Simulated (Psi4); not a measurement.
# SiHF (SMILES F[SiH]): FNO-CCSD(T)/6-31G(d) (spherical functions, occ tolerance 3e-05, sweep point 4)

What is the energy change on altering one bond length of SiHF at FNO-CCSD(T)/6-31G* (spherical functions, occ tolerance 3e-05, sweep point 4)? 

Program for the calculation: Psi4 1.11.

## (1) The structure to begin with

SiHF has 3 atoms, charge 0, and is taken as a singlet. SMILES: `F[SiH]`. The coordinates come from a PBE0-D4/def2-TZVP relaxation.

Bond lengths: F1–Si2 1.612 Å, Si2–H3 1.541 Å. Angles: F1–Si2–H3 96.3°.

## (2) The energy at FNO-CCSD(T)/6-31G(d) (spherical functions, occ tolerance 3e-05, sweep point 4)

job.in reads:

```
memory 1600 mb

molecule molecule1 {
  F     -1.090200     0.024400    -0.602300
  Si     0.186800     0.629400     0.173800
  H      0.892400    -0.718600     0.415300
  symmetry c1
}

set basis 6-31G*
set reference rhf
set puream true
set scf_type pk
set num_frozen_docc 6
set occ_tolerance 3e-05

energy_value, wavefunction = energy('fno-ccsd(t)', return_wfn=True)
print_variables()
```

Launch:

```sh
$ psi4 -i job.in -o job.out -n 1
```

job.out (excerpt; [...] marks lines left out):

```text
[...]
  Running in c1 symmetry.
[...]
  Nuclear repulsion =   48.194575348987868
[...]
  Multiplicity = 1
[...]
  Nalpha       = 12
  Nbeta        = 12
[...]
    Number of basis functions: 34
[...]
   @RHF iter   1:  -388.89854594344087   -7.49062e-01   8.32746e-03 DIIS/ADIIS
[...]
   @RHF iter  10:  -388.92936557579583   -1.36424e-12   5.14549e-09 DIIS
[...]
    Orbital Energies [Eh]
    ---------------------
    Doubly Occupied:
       1A    -68.826854     2A    -26.281743     3A     -6.179265
       4A     -4.282047     5A     -4.281352     6A     -4.278809
       7A     -1.576702     8A     -0.748564     9A     -0.662444
      10A     -0.645572    11A     -0.560219    12A     -0.347947
[...]
  @RHF Final Energy:  -388.92936557579583
   => Energetics <=
    Nuclear Repulsion Energy =             48.1945753489878683
    One-Electron Energy =                -636.9048466032505758
    Two-Electron Energy =                 199.7809056784668371
    Total Energy =                       -388.9293655757958277
[...]
 Multipole Moments:
 ------------------------------------------------------------------------------------
     Multipole            Electronic (a.u.)      Nuclear  (a.u.)        Total (a.u.)
 ------------------------------------------------------------------------------------
 L = 1.  Multiply by 2.5417464519 to convert [e a0] to [Debye]
 Dipole X            :         -1.6573602            2.1060013            0.4486411
 Dipole Y            :          0.7717600           -0.6919729            0.0797871
 Dipole Z            :          0.0000000            0.0000000            0.0000000
 Magnitude           :                                                    0.4556806
[...]
      * MP2 total energy:                   -389.170609709173
[...]
      * MP2 total energy:                   -389.170609709173
[...]
      * MP3 total energy:                   -389.179379555928
[...]
      * CCSD total energy:                  -389.188732581529
[...]
      * CCSD(T) total energy                -389.193782516979
[...]
```

Wall time 3 s (1 thread of Intel Xeon Platinum 8259CL at 2.50GHz (Skylake/Cascade Lake), shared host); peak memory 0.2 GiB.

## (3) The distorted shape

calc.in reads:

```
memory 1600 mb

molecule molecule1 {
  0 1
  F     -1.728738    -0.278118    -0.990373
  Si     0.186800     0.629400     0.173800
  H      0.892400    -0.718600     0.415300
  symmetry c1
}

set {
  basis           6-31G*
  reference       rhf
  puream          true
  scf_type        pk
  num_frozen_docc 6
  occ_tolerance   3e-05
}

e, wfn = energy("fno-ccsd(t)", return_wfn=True)
print_variables()
```

Launch:

```sh
$ psi4 -n 1 calc.in calc.out
```

calc.out (excerpt; [...] marks lines left out):

```text
[...]
  Running in c1 symmetry.
[...]
  Nuclear repulsion =   33.964543371920776
[...]
  Multiplicity = 1
[...]
  Nalpha       = 12
  Nbeta        = 12
[...]
    Number of basis functions: 34
[...]
   @RHF iter   1:  -388.69686745660943   -1.01795e+00   1.36298e-02 DIIS/ADIIS
[...]
   @RHF iter  12:  -388.79870200858795   -8.64020e-12   8.10074e-09 DIIS
[...]
    Orbital Energies [Eh]
    ---------------------
    Doubly Occupied:
       1A    -68.905676     2A    -26.125563     3A     -6.252798
       4A     -4.354070     5A     -4.352208     6A     -4.351010
       7A     -1.357540     8A     -0.689018     9A     -0.476419
      10A     -0.465222    11A     -0.455097    12A     -0.400705
[...]
  @RHF Final Energy:  -388.79870200858795
   => Energetics <=
    Nuclear Repulsion Energy =             33.9645433719207759
    One-Electron Energy =                -609.1558390840034463
    Two-Electron Energy =                 186.3925937034947538
    Total Energy =                       -388.7987020085879522
[...]
 Multipole Moments:
 ------------------------------------------------------------------------------------
     Multipole            Electronic (a.u.)      Nuclear  (a.u.)        Total (a.u.)
 ------------------------------------------------------------------------------------
 L = 1.  Multiply by 2.5417464519 to convert [e a0] to [Debye]
 Dipole X            :         -0.5235633            2.8150479            2.2914846
 Dipole Y            :          1.1292225           -0.4033263            0.7258961
 Dipole Z            :         -0.0000000            0.0000000           -0.0000000
 Magnitude           :                                                    2.4037111
[...]
      * MP2 total energy:                   -389.052002541657
[...]
      * MP2 total energy:                   -389.052002541657
[...]
      * MP3 total energy:                   -389.056741314973
[...]
      * CCSD total energy:                  -389.070894979889
[...]
      * CCSD(T) total energy                -389.079146221205
[...]
```

Wall time 3.3 s (1 thread of Intel Xeon Platinum 8259CL at 2.50GHz (Skylake/Cascade Lake), shared host); peak memory 0.2 GiB.

## (4) Results

At FNO-CCSD(T)/6-31G* (spherical functions, occ tolerance 3e-05, sweep point 4), 6 core orbitals frozen:

```
                                                          quantity          value
                                         first shape: total energy  -389.19378 Eh
                  first shape: HOMO energy (Hartree–Fock orbitals)       -9.47 eV
                  first shape: LUMO energy (Hartree–Fock orbitals)        0.69 eV
                first shape: HOMO–LUMO gap (Hartree–Fock orbitals)       10.16 eV
          first shape: correlation energy (6 core orbitals frozen)     -264.4 mEh
                                       first shape: (T) correction      -5.05 mEh
                                        first shape: T1 diagnostic          0.017
                                     distorted shape: total energy  -389.07915 Eh
              distorted shape: HOMO energy (Hartree–Fock orbitals)      -10.90 eV
              distorted shape: LUMO energy (Hartree–Fock orbitals)       -0.91 eV
            distorted shape: HOMO–LUMO gap (Hartree–Fock orbitals)        9.99 eV
      distorted shape: correlation energy (6 core orbitals frozen)     -280.4 mEh
                                   distorted shape: (T) correction      -8.25 mEh
                                    distorted shape: T1 diagnostic          0.036
energy change with the F1–Si2 bond stretched from 1.612 to 2.418 Å       3.119 eV
```

In words: With the F1–Si2 bond stretched from 1.612 to 2.418 Å the energy rises by 3.12 eV (72 kcal/mol). The first shape isn't relaxed at this level, so the change isn't measured from a minimum. A restricted reference can't describe the breaking bond well at this length. The triples (first shape) make up 1.9 % of the correlation energy. The T1 diagnostic (distorted shape) of 0.036 is above the customary mark for such species, so a single reference may not serve. The triples (distorted shape) make up 2.9 % of the correlation energy.
